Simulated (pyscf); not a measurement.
Thermochemistry of product channels of H₂B–AsH₂ + AsH₃ on the singlet surface, in eV, from ωB97M-D3(BJ)/def2-TZVP energies (ideal gas, 1 atm, RRHO with modes under 100 cm⁻¹ raised to 100, one conformer, R ln 2 for chiral ones without a mode under 150 cm⁻¹). Single points on ωB97X-D3(BJ)/def2-SVP structures (PySCF, gas phase).

| products | ΔE | ΔH(298 K) | ΔG(900 K) | ΔG(1200 K) |
|---|---|---|---|---|
| H₂B–AsH–AsH₂ + H₂ | -0.34 | -0.37 | -0.02 | +0.06 |
| H₂As–AsH₂ + BH₃ | -0.02 | 0.00 | +0.05 | +0.06 |

These are energies of the channels, which say nothing of barriers. Elements up to Kr have no core potential and no relativistic terms here.
